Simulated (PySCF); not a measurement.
acetonitrile (C2H3N), SMILES CC#N.

Geometry: ωB97X-D3(BJ)/def2-TZVP.

Level of theory: TDA-PBE0/def2-SVPD in PySCF.

Vertical excitations; the highest root listed may be one member of a degenerate set. Gas-phase values at a fixed geometry. State labels are in the subgroup Cs.

```csv
state,symmetry,energy (eV),λ (nm),f,main pairs
S1,A",7.94,156,0.000,"HOMO−1→LUMO+2 48 %, HOMO→LUMO+1 48 %"
S2,A",8.31,149,0.002,"HOMO−1→LUMO+2, HOMO→LUMO+1 (degenerate set)"
S3,A',8.31,149,0.002,"HOMO−1→LUMO+1, HOMO→LUMO+2 (degenerate set)"
S4,A',8.70,143,0.001,HOMO−1→LUMO (degenerate set)
S5,A",8.70,143,0.001,HOMO→LUMO (degenerate set)
S6,A',9.55,130,0.021,HOMO−2→LUMO+1 (degenerate set)
S7,A",9.55,130,0.021,HOMO−2→LUMO+2 (degenerate set)
S8,A',9.59,129,0.019,HOMO−2→LUMO 98 %
S9,A',10.52,118,0.070,HOMO−1→LUMO+3 (degenerate set)
S10,A",10.52,118,0.070,HOMO→LUMO+3 (degenerate set)
T1,A',6.42,193,0,"HOMO−1→LUMO+1 46 %, HOMO→LUMO+2 46 %"
T2,A',7.03,176,0,"HOMO→LUMO+2, HOMO−1→LUMO+1 (degenerate set)"
T3,A",7.03,176,0,"HOMO−1→LUMO+2, HOMO→LUMO+1 (degenerate set)"
T4,A',7.92,157,0,HOMO−2→LUMO+1 94 %
```
Triplets are in the Tamm–Dancoff approximation.
